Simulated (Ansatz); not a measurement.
Born–Oppenheimer molecular dynamics of CH2NNa (5 atoms, charge 0, multiplicity 1). It starts from a relaxed structure.

Level of theory: RKS B3LYP/def2-SVP in Ansatz 0.2.0.

```json
{
  "ensemble": "NVE (velocity Verlet)",
  "time step": "0.5 fs",
  "steps asked": "250",
  "starting velocities drawn for": "1000 K",
  "seed": "562139"
}
```

First frame:

```xyz
5
Properties=species:S:1:pos:R:3
N 0.234 1.112 0.071
C -0.297 -0.003 -0.254
Na 0.196 -2.214 0.423
H 1.004 0.986 0.744
H -1.136 0.118 -0.985
```

Problem. How far do the bonds stretch over the last three quarters of this one trajectory? (Pairs bonded in most of those frames.)

Solution. 
```tsv
bond	mean (Å)	spread (Å)	shortest	longest
N1–C2	1.283	0.016	1.25	1.30
N1–H4	1.036	0.037	0.98	1.09
C2–Na3	2.396	0.084	2.30	2.53
C2–H5	1.123	0.012	1.10	1.14
```

Mean temperature of the second half: 587 K. The conserved energy stayed within 0.36 meV per atom of its start (net change 0.098 meV per atom), so the integration is sound. A run of 0.12 ps of so small a system gives no equilibrium averages.

Time of the run: 3.2 min on 1 thread of Intel(R) Xeon(R) Platinum 8488C (Sapphire Rapids) (shared host), peak memory 0.1 GiB.
